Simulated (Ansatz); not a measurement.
# CHOS: the cost of one run

Computed with Ansatz 0.2.0, driven from Python. Level of theory: MP2/cc-pVDZ.

## (1) The structure

Bond lengths: O1–C2 1.323 Å, C2–S3 1.784 Å, O1–H4 0.969 Å. Angles: O1–C2–S3 177.2°, C2–O1–H4 108.1°.

The script holds or builds the structure itself.

## (2) Script

The input, opt_chos.py:

```python
"""Relax the CHOS(+) molecule."""

import ansatz as az
import numpy as np

BASIS_SET = "cc-pVDZ"
METHOD = "mp2"
NET_CHARGE = 1

system = (
    az.Crystal.molecule()
    .atom("O", [-1.0066, -0.3152, 0.1255])
    .atom("C", [0.2681, -0.186, -0.2051])
    .atom("S", [1.9886, 0.0625, -0.6041])
    .atom("H", [-1.2501, 0.4388, 0.6837])
)

job = system.calculation().basis(gaussian=BASIS_SET).correlation(METHOD).charge(NET_CHARGE)
symbols = [site.symbol for site in system.cartesian_sites]
start = np.array([site.position_ang for site in system.cartesian_sites], dtype=float)
def progress(event):
    if event["event"] == "relax_step":
        row = event["data"]
        print(f"step {row['step']:3d}  E = {row['lagrangian_ev']:.6f} eV  largest force component {row['allowed_force_max_ev_ang']:.4f} eV/A")


data = job.relax(force_tolerance=0.01).session().plan().execute(on_event=progress).report
end = np.array(data["positions_ang"])

for key in ("converged", "free_energy_ev", "reference_energy_ev", "n_frozen", "n_occupied", "n_virtual"):
    print(f"{key:22s} {data[key]}")

print("final positions (A) and the move of each atom")
for symbol, xyz, old in zip(symbols, end, start):
    print(f"{symbol:2s} {xyz[0]:10.5f} {xyz[1]:10.5f} {xyz[2]:10.5f}   {np.linalg.norm(xyz - old):7.4f}")
```

## (3) What the engine is handed

The engine receives this input:

```yaml
crystal:
  periodic: [false, false, false]
  atoms:
    - { symbol: O, position_ang: [-1.0066, -0.3152, 0.1255] }
    - { symbol: C, position_ang: [0.2681, -0.186, -0.2051] }
    - { symbol: S, position_ang: [1.9886, 0.0625, -0.6041] }
    - { symbol: H, position_ang: [-1.2501, 0.4388, 0.6837] }
basis:
  gaussian:
    orbitals: cc-pVDZ
total_charge: 1.0
correlation:
  method: mp2
relax:
  f_tol: 0.01
```

## (4) Running it

Run with:

```bash
python opt_chos.py
```

Q: Estimate wall time and peak memory on 1 thread of Arm Neoverse V2, shared host.

About 7.8 s, with a peak of 0.19 GiB.
